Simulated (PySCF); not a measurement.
Bond curve of Mg2

Set-up: Mg 6-31G(d,p); no relativity (PySCF 2.14). Energies in eV from Mg + Mg in their ground configurations at the same level. State: ¹Σg⁺ (singlet), closed shell.

```csv
R (Å),RHF-CCSD(T)
3.239,0.0710
3.383,0.0371
3.491,0.0207
3.599,0.0095
3.707,0.0019
3.851,-0.0048
4.031,-0.0097
4.247,-0.0131
```

Correlated steps freeze 2 core orbitals.
